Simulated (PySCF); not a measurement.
Computed data sheet: `C[SiH-]Cl`

Compound: CH4ClSi (charge -1).
Bonds: C1–Si2, Si2–Cl3. Hydrogens: H4, H5, H6 on C1; H7 on Si2.

Some functional groups and rings: Si–H bond and C–Si bond.

**GFN2-xTB geometry**

```yaml
Rotational_constants_A_B_C_of_the_GFN2-xTB_geometry: 14.232, 3.751, 3.101 GHz
```

PBE0/pcSseg-1 ground state and GIAO shieldings, non-relativistic (PySCF):

```yaml
HOMO_energy: 0.03 eV
LUMO_energy: 5.28 eV
HOMO–LUMO_gap: 5.25 eV
Lowest_Hirshfeld_atomic_charge: -0.40 e on Cl3
Highest_Hirshfeld_atomic_charge: 0.00 e on H4/H5/H6
13C_chemical_shifts_computed_TMS_as_zero_by_class: 12.2 (C1) ppm
1H_chemical_shifts_computed_TMS_as_zero_by_class: 6.39 (H7), 0.42 (H4/H5/H6) ppm
Isotropic_shieldings_of_nuclei_other_than_C_and_H_by_class: 269 (Si2), 1050 (Cl3) ppm
Mayer_bond_orders_between_heavy_atoms: C1–Si2 0.86, Si2–Cl3 0.59
```

Monoisotopic mass of the ion (most abundant isotopes, electron mass counted): 78.9776 u.

With B = h/(8π²I), that is 505.379 GHz u Å² over I, the principal moments of inertia are 35.5, 134.7 and 163.0 u Å² (most abundant isotopes). The rotational constants make it an asymmetric top with κ = (2B − A − C)/(A − C) = -0.88, nearer the prolate limit (−1).

Geometry: GFN2-xTB; no solvent or vibrations. NMR classes are plain means over equivalent atoms (diastereotopic ones count apart unless rotation or inversion swaps them), as if these changed places fast; in this geometry the members of some classes differ. The HOMO energy is positive, so at this level the finite basis confines the outermost electrons. No diffuse functions stand in pcSseg-1, which bears on an anion's orbital energies.

For the NMR shielding job (PBE0/pcSseg-1), hardware: one thread of an Arm Neoverse V1 (shared host). Cost: 4.5 s of wall time.
